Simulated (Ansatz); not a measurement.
# Worked example: correlation energy of Si$_{2}$C⁺, doublet

Geometry: that of the Si2C, singlet, kept fixed.

```xyz
3

Si    0.0000    0.0000    1.6856
C     0.0000    0.0000    0.0000
Si    0.0000    0.0000   -1.6856
```

Basis cc-pVTZ; Ansatz 0.2.0. Only valence electrons are correlated (noble-gas cores frozen), which leaves 11 electrons in 87 orbitals. Prefix R: restricted or restricted open-shell reference; prefix U: unrestricted.

Full CI isn't at hand for all of this; UCCSDT(Q) serves as the reference, and is uncertain by about the last step of the cluster series.

Runs differ by some tens of microhartree through their thresholds and, for an open shell, their frozen cores, so steps under 0.03 kcal/mol mean nothing.

| level | total energy (hartree) |
| --- | --- |
| UHF | -615.372220 |
| UMP2 | -615.639059 |
| UCCSD | -615.674998 |
| UCCSD(T) | -615.690994 |
| UCCSDT | -615.692558 |
| UCCSDT(Q) | -615.693798 |

Problem. What is the correlation energy at UCCSDT(Q), and what share of it do UMP2 and UCCSD recover?

Solution. E(corr) = -615.693798 − (-615.372220) = -0.321578 hartree = -8.751 eV. UMP2: -0.266839 / -0.321578 = 82.98 %. UCCSD: -0.302778 / -0.321578 = 94.15 %.

Problem. By how many kcal/mol does UCCSD(T) miss UCCSDT(Q) (1 hartree = 627.509 kcal/mol), and which steps make up the rest?

Solution. -615.690994 − (-615.693798) = 0.002804 hartree = 1.76 kcal/mol. Steps: UCCSDT − UCCSD(T) = -0.98, UCCSDT(Q) − UCCSDT = -0.78 kcal/mol. Differences between like states or geometries often cancel part of this.
